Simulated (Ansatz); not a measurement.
Total energies of `FCSS`.

```xyz
7

F    -0.3146   -1.3660    0.8437
C    -0.3604    0.0049    0.8892
S    -0.7268    0.7385   -0.7011
S     1.0584    0.5965   -1.6791
H    -1.1758    0.3079    1.5539
H     0.5996    0.3712    1.2559
H     0.9196   -0.6529   -2.1624
```

Charge 0, multiplicity 1. The structure was optimised at the PBE0-D4/def2-TZVP level. It is one conformer, not always the lowest. Basis def2-TZVPP, the Gaussian-basis code of Ansatz.

RPA on PBE orbitals: Hartree–Fock energy of these orbitals -934.13644 Eh, correlation -1.25167 Eh (frozen core).

```
             functional  energy without D4 (Eh)  D4 term (kJ/mol)
            LDA (SPW92)              -932.47806                 –
                    PBE              -935.73451             -14.7
                 revPBE              -936.03200             -45.5
                 B97M-V              -935.97873                 –
                   PBE0              -935.80045             -12.3
                  B3LYP              -936.25589             -24.0
                r2SCANh              -936.08862              -3.6
                r2SCAN0              -936.07227              -4.0
HSE06 (plane-wave form)              -935.77961             -11.5
                  BHLYP              -936.14973             -18.5
                LC-ωPBE              -935.91142                 –
                ωB97X-V              -936.05244                 –
                 B2PLYP              -935.87449                 –
               PBE-QIDH              -935.60839                 –
```

Question: Give the same for BLYP, r2SCAN, CAM-B3LYP, ωB97M-V. (Estimate.)

Answer: Computed: 
```json
{"functional": "BLYP", "energy without D4 (Eh)": "-936.18933", "D4 term (kJ/mol)": "-32.8"}
{"functional": "r2SCAN", "energy without D4 (Eh)": "-936.10028", "D4 term (kJ/mol)": "-3.4"}
{"functional": "CAM-B3LYP", "energy without D4 (Eh)": "-936.19453", "D4 term (kJ/mol)": "-12.5"}
{"functional": "ωB97M-V", "energy without D4 (Eh)": "-936.13090", "D4 term (kJ/mol)": "–"}
```

B3LYP takes the VWN-RPA correlation (the form of Gaussian; ORCA's B3LYP/G). HSE06 is the plane-wave form, built on full-range PBE exchange. The double hybrids freeze the cores in their second-order part.

LC-ωPBE has ω = 0.4 bohr⁻¹.
